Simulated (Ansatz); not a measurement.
Telling isomers of CH5OSi− apart by their spectra

These gas-phase data were calculated for one isomer of CH5OSi− at PBE0-D3(BJ)/def2-SVPD (harmonic, unscaled wavenumbers; equilibrium rotational constants with average atomic masses):

- rotational constants: 22.47, 6.456, 5.501 GHz
- all wavenumbers above 1500 cm⁻¹: 3119, 3106, 3011, 1993, 1941

Candidates:

(1) `C[SiH2][O-]`, a singlet
(2) `[CH2-][SiH2]O`, a singlet

Q: Which candidate do the data belong to?

A: Candidate (1). No mode falls between 3300 and 4000 cm⁻¹, where the O–H stretch of (2) would stand.

The same quantities for all candidates:

```tsv
	rotational constants (GHz)	wavenumbers above 1500 cm⁻¹	E above the lowest, PBE0-D3(BJ)/def2-SVPD (kcal/mol)
(1)	22.47, 6.456, 5.501	3119, 3106, 3011, 1993, 1941	0.0
(2)	22.02, 6.504, 5.535	3869, 3195, 3109, 2095, 2066	24.6
```

Each candidate is one conformer. Programs: Ansatz 0.2.0.
